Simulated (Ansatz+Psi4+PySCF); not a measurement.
Two shapes of triplet SiH2.

Shape 1:

```xyz
3

Si   -0.0048    0.0081    0.0915
H     0.0017    1.2740   -0.6737
H     0.0015   -1.2807   -0.6685
```

Shape 2:

```xyz
3

Si   -0.0032    0.0251    0.0788
H     0.0138    1.2540   -0.6444
H     0.0127   -1.2949   -0.6497
```

Basis set: cc-pVTZ on H; cc-pV(T+d)Z on Si (spherical functions). Frozen core: 5 orbitals. Correlation on ROHF uses semicanonical orbitals with singles. Charge 0, multiplicity 3.

Computed with Ansatz (development build ahead of 0.2.0) and Psi4 1.11; each method stands on the lowest determinant of its kind that the runs found.

Q: Which shape is lower in energy, and by how much in each method?

A:

```tsv
method	E(2) − E(1) (eV)
ROHF	0.032
UHF	0.031
ROHF-MP2	0.031
UHF-MP2	0.031
```

Shape 1 is lower. Caution: another spin multiplicity may lie lower.
